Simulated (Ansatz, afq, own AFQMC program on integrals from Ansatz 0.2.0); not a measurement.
## AFQMC, coupled cluster and functionals along a coordinate of BH4⁺, triplet

```xyz
5

B     0.0000    0.0000    0.0000
H     0.4725    0.4863    1.0573
H    -0.4858   -0.4709    1.0582
H    -0.4719    0.4714   -1.0643
H     0.4852   -0.4868   -1.0513
```

The B1–H5 distance is changed with both sides rigid. Energies in kcal/mol count from this geometry (1.256 Å) at the same level; the start stands on UHF, each point on the determinant named.

Basis 6-31G. Only valence electrons are correlated. Ansatz 0.2.0 and our own AFQMC program on the same integrals; the CISD trial comes from CCSD amplitudes, and released means the phaseless constraint is let go. Error bars are statistical, one sigma.

Cautions, each for one point or more: lower spins were not checked.

```json
{"r(B1–H5) / Å": "1.110", "det.": "UHF", "T1": "0.008", "weight": "0.96", "⟨S²⟩": "2.00", "PBE": "5.9", "r2SCAN": "5.3", "CCSD(T)": "5.8"}
{"r(B1–H5) / Å": "1.363", "det.": "UHF", "T1": "0.009", "weight": "0.95", "⟨S²⟩": "2.00", "PBE": "1.4", "r2SCAN": "1.8", "CCSD(T)": "1.5"}
{"r(B1–H5) / Å": "1.700", "det.": "UHF", "T1": "0.022", "weight": "0.94", "⟨S²⟩": "2.01", "PBE": "15.1", "r2SCAN": "15.7", "CCSD(T)": "13.8"}
{"r(B1–H5) / Å": "2.363", "det.": "UHF", "T1": "0.012", "weight": "0.96", "⟨S²⟩": "2.01", "PBE": "30.5", "r2SCAN": "31.3", "CCSD(T)": "22.4"}
{"r(B1–H5) / Å": "3.395", "det.": "UHF", "T1": "0.009", "weight": "0.96", "⟨S²⟩": "2.01", "PBE": "36.1", "r2SCAN": "37.5", "CCSD(T)": "22.5"}
```

Task: Estimate the curve of full CI, counted from the same start.

Result: 
```json
{"r(B1–H5) / Å": "1.110", "det.": "UHF", "T1": "0.008", "weight": "0.96", "⟨S²⟩": "2.00", "FCI": "5.8", "ph-AFQMC/CISD": "5.8 ± 0.02", "CCSDT(Q)": "5.8"}
{"r(B1–H5) / Å": "1.363", "det.": "UHF", "T1": "0.009", "weight": "0.95", "⟨S²⟩": "2.00", "FCI": "1.4", "ph-AFQMC/CISD": "1.5 ± 0.02", "CCSDT(Q)": "1.4"}
{"r(B1–H5) / Å": "1.700", "det.": "UHF", "T1": "0.022", "weight": "0.94", "⟨S²⟩": "2.01", "FCI": "13.7", "ph-AFQMC/CISD": "13.8 ± 0.03", "CCSDT(Q)": "13.7"}
{"r(B1–H5) / Å": "2.363", "det.": "UHF", "T1": "0.012", "weight": "0.96", "⟨S²⟩": "2.01", "FCI": "22.4", "ph-AFQMC/CISD": "22.4 ± 0.03", "CCSDT(Q)": "22.4"}
{"r(B1–H5) / Å": "3.395", "det.": "UHF", "T1": "0.009", "weight": "0.96", "⟨S²⟩": "2.01", "FCI": "22.5", "ph-AFQMC/CISD": "22.5 ± 0.03", "CCSDT(Q)": "22.5"}
```

Weight is that of the determinant in the CISD state; at the start T1 is 0.007 and the weight 0.95, and ⟨S²⟩ is 2.00. Symmetry can't show for every point that it stays on the start's state. Largest departures from full CI: CCSD(T) 0.1 kcal/mol at 1.700 (on UHF), ph-AFQMC/CISD 0.0 kcal/mol at 2.363 (on UHF) (within the noise), CCSDT(Q) 0.0 kcal/mol at 1.700 (on UHF). The functionals aren't scored here. In this small basis the wave-function levels are far from their limit, so their gap to the functionals isn't the functionals' error.

CCSDT and higher add their correlation energy to the determinant of the CCSD(T) run, since their own runs factorise the integrals more tightly (a shift of under 2 meV). A walk keeps the symmetry of its determinant, which the program's search chose and which needn't be the lowest solution, so a lower state of the same spin and another symmetry isn't excluded.
